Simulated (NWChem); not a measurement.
# UTPSS/pc-0 (density fitting with weigend coulomb fitting) run of SO (sulfur oxide)

Aim: the vertical ionisation energy of SO (sulfur oxide) at UTPSS/pc-0 (density fitting with weigend coulomb fitting), from 2 runs. 

The results are computed with NWChem 7.3.0.

2 further runs of the same task are left out: 2 set aside as unsound or not needed.

**1. The molecule**

The species is SO (2 atoms), meant as a triplet with charge 0. SMILES: `O=S`. The bond length is the measured one.

Bond lengths: O1–S2 1.481 Å.

**2. The charge distribution at UTPSS/pc-0 (density fitting with weigend coulomb fitting)**

struct.nw

```
start struct
memory stack 880 mb heap 220 mb global 1100 mb

geometry noautoz
 O      0.000000     0.000000     0.000000
 S      0.000000     0.000000     1.481087
end

basis spherical bse
 * library pc-0
end

basis "cd basis" spherical
 * library "weigend coulomb fitting"
end

dft
 xc xtpss03 ctpss03
 mult 3
 grid coarse
 maxiter 100
 mulliken
 print medium
end

property
 efieldgrad
 efield
end

task dft property
```

Launch:

```bash
$ nwchem struct.nw > struct.out
```

Standard output:

```text
[...]
 Group name             C4v
[...]
          Wavefunction type:  spin polarized.
          No. of atoms     :     2
          No. of electrons :    24
[...]
          Charge           :     0
          Spin multiplicity:     3
[...]
          AO basis - number of functions:    22
[...]
              XC Information
              --------------
                  TPSS metaGGA Exchange Functional  1.000
             TPSS03 metaGGA Correlation Functional  1.000
[...]
 Warning - the HOMO and LUMO are degenerate and you are using symmetry.
 This can lead to non-variational energies and poor convergence.
[...]
 d= 0,ls=0.0,diis     1   -472.8633860750 -5.19D+02  2.17D-02  1.39D-01     0.1
[...]
 d= 0,ls=0.0,diis     8   -472.9245031668  2.55D-08  3.67D-06  5.25D-08     0.2
[...]
         Total DFT energy =     -472.924503166843
      One electron energy =     -742.979741307794
           Coulomb energy =      258.586686848559
    Exchange-Corr. energy =      -34.264540600225
 Nuclear repulsion energy =       45.733091892618
[...]
      Total Density - Mulliken Population Analysis
     ---------------------------------------------
    Atom       Charge   Shell Charges
 -----------   ------   -------------------------------------------------------
    1 O    8     8.38   0.46  1.53  1.89  2.00  2.50
    2 S   16    15.62   2.16 -0.09  1.93  1.90  5.89  1.75  2.09
[...]
      <S2> =      2.0017 (Exact =     2.0000)
[...]
```

It took 0.8 s on 1 thread of Intel Xeon 6975P-C (Granite Rapids), shared host; peak memory 0.2 GiB.

Atomic charges (e):

| atom | Mulliken | Löwdin |
| --- | --- | --- |
| O1 | -0.380 | -0.310 |
| S2 | +0.380 | +0.310 |

**3. The doublet cation at the same level**

os.xyz

```xyz
2
OS properties
O      0.000000     0.000000     0.000000
S      0.000000     0.000000     1.481087
```

os.nw

```
start os
title "OS properties"
memory 2200 mb
charge 1

geometry noautosym nocenter noautoz
   load format xyz os.xyz
end

basis spherical bse
   O library pc-0
   S library pc-0
end

basis "cd basis" spherical
   O library "weigend coulomb fitting"
   S library "weigend coulomb fitting"
end

dft
   xc xtpss03 ctpss03
   mult 2
   grid coarse
   iterations 150
   mulliken
end

property
   efieldgrad
   efield
end

task dft property
```

Launch:

```bash
$ nwchem os.nw > os.out
```

Standard output:

```text
[...]
          Wavefunction type:  spin polarized.
          No. of atoms     :     2
          No. of electrons :    23
[...]
          Charge           :     1
          Spin multiplicity:     2
[...]
          AO basis - number of functions:    22
[...]
              XC Information
              --------------
                  TPSS metaGGA Exchange Functional  1.000
             TPSS03 metaGGA Correlation Functional  1.000
[...]
 d= 0,ls=0.0,diis     1   -472.4678460970 -5.18D+02  3.06D-02  3.19D-01     0.2
[...]
  Singularity in Pulay matrix. Error and Fock matrices removed.
  Singularity in Pulay matrix. Error and Fock matrices removed.
 d= 0,ls=0.5,diis    25   -472.5412773310 -5.29D-08  2.10D-06  8.45D-08     2.5
[...]
         Total DFT energy =     -472.541277357342
      One electron energy =     -733.377365801939
           Coulomb energy =      248.908296514828
    Exchange-Corr. energy =      -33.805299962848
 Nuclear repulsion energy =       45.733091892618
[...]
      Total Density - Mulliken Population Analysis
     ---------------------------------------------
    Atom       Charge   Shell Charges
 -----------   ------   -------------------------------------------------------
    1 O    8     8.10   0.46  1.53  1.93  1.94  2.24
    2 S   16    14.90   2.16 -0.09  1.93  1.93  5.89  1.67  1.42
[...]
      <S2> =      0.7506 (Exact =     0.7500)
[...]
```

Run time: 3.3 s. Hardware: 1 thread of Intel Xeon 6975P-C (Granite Rapids), shared host; peak memory 0.2 GiB.

Atomic charges (e):

```
atom  Mulliken  Löwdin
  O1    -0.100  -0.020
  S2    +1.100  +1.020
```

**4. Summary of results**

Level: UTPSS/pc-0 (density fitting with weigend coulomb fitting).

```
                                          quantity          value
                          triplet SO: total energy  -472.92450 Eh
                         triplet SO: dipole moment         1.66 D
    triplet SO: HOMO energy (highest over α and β)       -5.78 eV
     triplet SO: LUMO energy (lowest over α and β)       -3.88 eV
                                  triplet SO: ⟨S²⟩          2.002
                      doublet cation: total energy  -472.54128 Eh
doublet cation: HOMO energy (highest over α and β)      -15.44 eV
 doublet cation: LUMO energy (lowest over α and β)      -15.15 eV
                              doublet cation: ⟨S²⟩          0.751
vertical ionisation energy (to the doublet cation)      10.428 eV
```

The vertical ionisation energy comes to 10.43 eV (1006 kJ/mol).
